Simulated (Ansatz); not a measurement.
# The chlorine atom: basis-set convergence

Aim: see how fast density functionals and correlated methods converge with the basis set for the chlorine atom.

Computed with Ansatz 0.2.0, Gaussian basis. Level: one geometry, several basis sets.

Plan: PBE0/def2-SVP; ωB97M-V/def2-SVP; PBE0/def2-QZVPP; ωB97M-V/def2-QZVPP; CCSD(T)/cc-pV(D+d)Z; CCSD(T)/cc-pV(T+d)Z; CCSD(T)/cc-pV(Q+d)Z; the functionals' def2-TZVPP values are taken from earlier runs.

## 1. The atom

SMILES `[Cl]`, 1 atom, charge 0, spin multiplicity 2.

## 2. PBE0 in def2-SVP

The input, in.yaml:

```yaml
crystal:
  periodic: [false, false, false]
  atoms:
    - {symbol: Cl, position_ang: [0.000000, 0.000000, 0.000000]}
basis:
  gaussian: {orbitals: def2-SVP}
magnetization: {spin_polarized: true, initial_magnetization: 1}
hamiltonian: {xc: pbe0}
output: {orbitals: {seedname: orbitals}}
```

The runs that follow: ωB97M-V in def2-SVP; PBE0 in def2-QZVPP; ωB97M-V in def2-QZVPP; CCSD(T) in cc-pV(D+d)Z; CCSD(T) in cc-pV(T+d)Z; CCSD(T) in cc-pV(Q+d)Z.

**Question.** What will the summary of the whole plan be? Wanted: MP2 correlation recovered, cc-pV(D+d)Z; MP2 correlation recovered, cc-pV(T+d)Z; MP2 correlation recovered, cc-pV(Q+d)Z; CCSD(T) limit from def2 sets; PBE0: double and triple zeta above quadruple; ωB97M-V: double and triple zeta above quadruple.

The runs gave:

```
                                                                 quantity          value
                                   MP2 correlation recovered, cc-pV(D+d)Z         60.0 %
                                   MP2 correlation recovered, cc-pV(T+d)Z         84.5 %
                                   MP2 correlation recovered, cc-pV(Q+d)Z         93.6 %
CCSD(T) limit from def2 sets (earlier runs) less the limit of this series        -69 meV
                             PBE0: double and triple zeta above quadruple  4.70, 0.37 eV
                          ωB97M-V: double and triple zeta above quadruple  4.64, 0.36 eV
```

**Reading.** For PBE0 the step from double to triple zeta gains 4.32 eV and the next only 0.37 eV. In cc-pV(D+d)Z MP2 holds 60 % of its limit, in cc-pV(Q+d)Z 94 %, while Hartree-Fock is within 0.030 eV in the largest set. A limit from the def2 sets, made apart, differs by 69 meV, a least measure of the doubt on such a limit. Total energies overstate the basis error of differences, where much of it tends to cancel.
